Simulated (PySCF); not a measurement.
Gas-phase reaction: 6 CH3Cl + C6H6 → 3 CH2Cl2 + 3 C3H6 (cyclic)

Computed with PySCF (xtb for GFN2) and rigid-rotor harmonic-oscillator thermochemistry at 1 bar. The comparison is the NASA 1993 polynomial table, which mixes measured and estimated data. † marks an energy on the PBE0/def2-TZVP geometry and frequencies; other levels use their own. MP2 freezes the core. 6-31G* has spherical d functions here. All species are closed-shell singlets. B3LYP is the form with VWN-RPA correlation. MP2 isn't extrapolated to the basis-set limit.

Levels: a) B3LYP/6-31G*; b) MP2/def2-SVP†; c) GFN2-xTB.

Order the levels by the distance of their ΔH°(298 K) from the table for this reaction, closest first.

b (-16 kJ), a (+48 kJ), c (-115 kJ)

The table gives 283 kJ. The order holds for this reaction alone, and for the 1993 entries, some of which have been revised since.
